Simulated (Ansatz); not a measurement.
**Al₂NH₆+ (SMILES [NH3+][AlH][AlH2]): functionals against CCSD(T) at one geometry**

How do the functionals fare away from a minimum? The structure is a structure displaced at random from a GFN2-xTB minimum.

Method: single points in def2-TZVPP; program: Ansatz 0.2.0, Gaussian basis.

Cores are frozen in the correlated methods.

### 1 Starting geometry

SMILES `[NH3+][AlH][AlH2]`, 9 atoms, charge 1, spin multiplicity 1.

Atoms are counted from 1 here; the program's logs count them from 0.

Bond lengths: N1–H4 0.965 Å, N1–H5 1.173 Å, Al2–Al3 2.520 Å, Al3–H8 1.550 Å, Al3–H9 1.348 Å. Angles: H4–N1–H5 137.9°, Al2–Al3–H8 136.6°, Al2–Al3–H9 106.5°, H8–Al3–H9 115.7°.

Coordinates:

```
N    -1.0207    1.0583   -0.6579
Al    0.8662   -0.3632   -0.7748
Al    0.7829   -1.4281    1.5079
H    -1.7748    0.7136   -0.1651
H    -0.7833    1.4145   -1.7496
H    -0.5350    1.8673    0.3716
H     1.1959   -0.0921   -2.6136
H     1.6558   -2.4175    2.3217
H    -0.1432   -0.7486    2.2130
```

### 2 CCSD(T)/def2-TZVPP

run/in.yaml

```yaml
crystal:
  periodic: [false, false, false]
  atoms:
    - {symbol: N, position_ang: [-1.020700, 1.058300, -0.657900]}
    - {symbol: Al, position_ang: [0.866200, -0.363200, -0.774800]}
    - {symbol: Al, position_ang: [0.782900, -1.428100, 1.507900]}
    - {symbol: H, position_ang: [-1.774800, 0.713600, -0.165100]}
    - {symbol: H, position_ang: [-0.783300, 1.414500, -1.749600]}
    - {symbol: H, position_ang: [-0.535000, 1.867300, 0.371600]}
    - {symbol: H, position_ang: [1.195900, -0.092100, -2.613600]}
    - {symbol: H, position_ang: [1.655800, -2.417500, 2.321700]}
    - {symbol: H, position_ang: [-0.143200, -0.748600, 2.213000]}
basis:
  gaussian: {orbitals: def2-TZVPP}
total_charge: 1
correlation: {method: ccsd_t}
output: {forces: true}
```

The command line of these runs was not kept.

### 3 PBE0-D4/def2-TZVPP

Changes to run/in.yaml since step 2:

```diff
@@ -15,3 +15,3 @@
 total_charge: 1
-correlation: {method: ccsd_t}
-output: {forces: true}
+hamiltonian: {xc: pbe0, dispersion: d4}
+output: {forces: true, orbitals: {seedname: orbitals}}
```

### 4 wB97M-V/def2-TZVPP

Changes to run/in.yaml since step 3:

```diff
@@ -15,3 +15,3 @@
 total_charge: 1
-hamiltonian: {xc: pbe0, dispersion: d4}
-output: {forces: true, orbitals: {seedname: orbitals}}
+hamiltonian: {xc: {name: wB97M-V}}
+output: {forces: true}
```

### 5 r2SCAN-D4/def2-TZVPP

Changes to run/in.yaml since step 4:

```diff
@@ -15,3 +15,3 @@
 total_charge: 1
-hamiltonian: {xc: {name: wB97M-V}}
+hamiltonian: {xc: r2scan, dispersion: d4}
 output: {forces: true}
```

### 6 PBE-D4/def2-TZVPP

Changes to run/in.yaml since step 5:

```diff
@@ -15,3 +15,3 @@
 total_charge: 1
-hamiltonian: {xc: r2scan, dispersion: d4}
+hamiltonian: {xc: pbe, dispersion: d4}
 output: {forces: true}
```

### 7 SPW92/def2-TZVPP

Changes to run/in.yaml since step 6:

```diff
@@ -15,3 +15,3 @@
 total_charge: 1
-hamiltonian: {xc: pbe, dispersion: d4}
+hamiltonian: {xc: lda}
 output: {forces: true}
```

### 8 r2SCAN0-D4/def2-TZVPP

Changes to run/in.yaml since step 7:

```diff
@@ -15,3 +15,3 @@
 total_charge: 1
-hamiltonian: {xc: lda}
+hamiltonian: {xc: {name: r2SCAN0}, dispersion: d4}
 output: {forces: true}
```

(Steps that only read results are left out.)

Q: Predict the outcome of this session. Wanted: energy less free atoms, CCSD(T)/def2-TZVPP; RMS force component; RMS force error; HOMO and LUMO, PBE0-D4; T1 diagnostic.

The runs gave:

| quantity | value |
| --- | --- |
| energy less free atoms, CCSD(T)/def2-TZVPP | -1346.4 kJ/mol |
| RMS force component | 2.644 to 2.764 eV/Å over the methods |
| RMS force error | PBE0-D4 0.094, wB97M-V 0.103, r2SCAN-D4 0.064, PBE-D4 0.160, SPW92 0.200, r2SCAN0-D4 0.132 eV/Å |
| HOMO and LUMO, PBE0-D4 | -12.11 and -7.62 eV |
| T1 diagnostic | 0.013 |

**Reading.** Against CCSD(T) the functionals' energies less atoms differ by -343.4 to -0.9 kJ/mol, PBE-D4 by -68.9 kJ/mol. The reference is not at the basis limit: in triple zeta CCSD(T) underbinds, which counts against methods that bind more; the gaps are no ranking. For forces r2SCAN-D4 does best and SPW92 worst. Frozen-core CCSD(T) forces in triple zeta carry basis errors of their own, and this is one geometry, so small gaps rank nothing.
